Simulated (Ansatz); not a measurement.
A nudged elastic band was laid between two geometries of H + H5NSi (8 atoms, charge 0, multiplicity 2).

Computed with UKS PBE0-D4/def2-SVP in Ansatz 0.2.0.

| Item | Value |
| --- | --- |
| movable images | 5 |
| climbing image | yes |
| spring | 5.0 eV/Å² |
| optimiser | quadratic models (default) |
| start path | through a guess of the saddle point |
| force threshold | 0.05 eV/Å |
| iteration limit | 60 |
| end points | relaxed |

First end point:

```xyz
8
Properties=species:S:1:pos:R:3
H 1.030 -0.886 0.859
N 1.016 0.047 0.464
Si -0.213 0.456 -0.687
H -1.423 -2.094 1.395
H 1.296 0.732 1.157
H -1.612 0.598 -0.155
H 0.153 1.765 -1.307
H -0.247 -0.618 -1.726
```

Last end point:

```xyz
8
Properties=species:S:1:pos:R:3
H 0.222 -2.104 1.598
N 0.504 0.141 0.474
Si -0.246 0.813 -0.979
H 0.084 -2.760 1.967
H 0.870 0.878 1.092
H -1.508 1.514 -0.571
H 0.648 1.807 -1.656
H -0.574 -0.289 -1.924
```

Problem. Which bonds break or form, and what moves?

Solution. Bonds broken: H1–N2. Bonds formed: H1–H4. H + H5NSi becomes H2 + H4NSi.

Problem. Give the energies along the band, and the barrier.

Solution. The forces met the threshold. The highest image is number 3 of 0 to 6, 0.61 eV above the first end and 0.18 eV above the last; the last end lies 0.43 eV above the first. A vibrational analysis at the climbing image gives one clearly imaginary mode, 923i cm⁻¹: a first-order saddle point.

```tsv
image	path coordinate (Å)	energy (eV)	H1–N2 (Å)	H1–H4 (Å)
0	0.00	0.00	1.01	2.79
1	0.69	0.00	1.01	2.48
2	1.38	0.04	1.02	1.80
3	2.08	0.61	1.43	0.86
4	2.86	0.45	2.19	0.77
5	3.64	0.43	2.47	0.76
6	4.42	0.43	2.53	0.77
```

Problem. What is the geometry of the highest image?

Solution. 
```xyz
8
Properties=species:S:1:pos:R:3
H 0.325 -1.267 1.011
N 0.875 -0.061 0.483
Si -0.237 0.520 -0.765
H -0.248 -1.786 1.386
H 0.851 0.512 1.335
H -1.578 0.974 -0.276
H 0.440 1.684 -1.417
H -0.427 -0.575 -1.757
```

Problem. What are the harmonic wavenumbers there?

Solution. 923i, 134, 265, 589, 631, 673, 770, 862, 909, 921, 945, 962, 1097, 2212, 2225, 2262, 2546, 3507 cm⁻¹.

Run time: 46 s on 2 threads of AMD EPYC 9R14 (Zen 4), with other jobs on the host, peak memory 0.15 GiB.
